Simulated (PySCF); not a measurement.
Isomers of C4H3N. Theory: PySCF 2.14.0, density-fitted response routines, TDDFT wB97X-D/def2-SVPD, vertical, gas phase, core orbitals frozen in the response. Geometries: GFN2-xTB; one conformer of each isolated species. Triplets are in the Tamm–Dancoff approximation. 'Strongest' means the level of largest summed f among the lowest 8 singlets; it needn't be the same kind of state in each.

Task: Rank by computed LUMO energy, lowest first.
A. `N#CC1C=C1`
B. `C#CCC#N`
C. `C=C=CC#N`
D. `CC#CC#N`

Result: C (0.35 eV), D (0.66 eV), A (0.93 eV), B (1.80 eV).

```json
{"SMILES": "C=C=CC#N", "LUMO (eV)": "0.35", "f (strongest)": "0.41", "strongest (eV)": "7.90", "T1 (eV)": "4.11", "gap (eV)": "10.41", "S1 mainly": "H-1→L (88%)"}
{"SMILES": "CC#CC#N", "LUMO (eV)": "0.66", "f (strongest)": "0.01", "strongest (eV)": "7.87", "T1 (eV)": "4.32", "gap (eV)": "10.85", "S1 mainly": "H-1/H→L/L+1 (≥90%)"}
{"SMILES": "N#CC1C=C1", "LUMO (eV)": "0.93", "f (strongest)": "0.09", "strongest (eV)": "6.91", "T1 (eV)": "4.47", "gap (eV)": "11.41", "S1 mainly": "H→L (91%)"}
{"SMILES": "C#CCC#N", "LUMO (eV)": "1.80", "f (strongest)": "0.06", "strongest (eV)": "8.09", "T1 (eV)": "5.60", "gap (eV)": "12.28", "S1 mainly": "H→L (34%)"}
```

H and L stand for HOMO and LUMO. A slash joins orbitals within 0.01 eV of each other, whose weights are summed (≥ marks a lower bound).

- `C=C=CC#N`: Löwdin shares by element: HOMO carbon 64% or more, nitrogen 23%; LUMO carbon 64% or more, nitrogen 14% (atoms not listed hold the other 22%).
- `CC#CC#N`: Löwdin shares by element: HOMO (one of a set within 0.03 eV) carbon 69% or more, nitrogen 21%; LUMO (one of a set within 0.03 eV) carbon 64% or more, nitrogen 23%.
- `N#CC1C=C1`: Löwdin shares by element: HOMO carbon 52% or more, nitrogen 32% (atoms not listed hold the other 17%); LUMO carbon 80% or more, hydrogen 7% or more.
- `C#CCC#N`: Löwdin shares by element: HOMO carbon 88% or more; LUMO carbon 67% (atoms not listed hold the other 33%).
